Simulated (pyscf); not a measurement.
PySCF, gas phase, ωB97X-D3(BJ)/def2-SVP geometries.

Question: For O=V(F)(F)–Cl + HF → O=V(F)(F)–F + HCl, a four-centre exchange (singlet surface; Cl–V, F–H broken, F–V, Cl–H formed), PBE/def2-TZVP gives ΔE‡ = 30.6 kJ/mol and ΔE = -14.1 kJ/mol (zero: the separated reactants). In which direction and how far do r²SCAN/def2-TZVP, M06-2X/def2-TZVP, ωB97M-D3(BJ)/def2-TZVP move these?

Answer: r²SCAN: ΔE‡ = 27.4 kJ/mol, ΔE = -14.0 kJ/mol; M06-2X: ΔE‡ = 41.8 kJ/mol, ΔE = -2.8 kJ/mol; ωB97M-D3(BJ): ΔE‡ = 45.5 kJ/mol, ΔE = -14.6 kJ/mol. PBE's barrier lies among them. Its reaction energy matches one of them and lies within 11.4 kJ/mol of the others. On the reactant side the descent ends in an adduct with a F–V contact, 7.1 kJ/mol under the separated species and 50.9 kJ/mol under the saddle at ωB97X-D3(BJ)/def2-TZVP. What is counted as formed (F–V) is already present as a longer contact in the reactant adduct; forming that adduct is a step of its own. One saddle was located; it need not be the lowest between these sides.
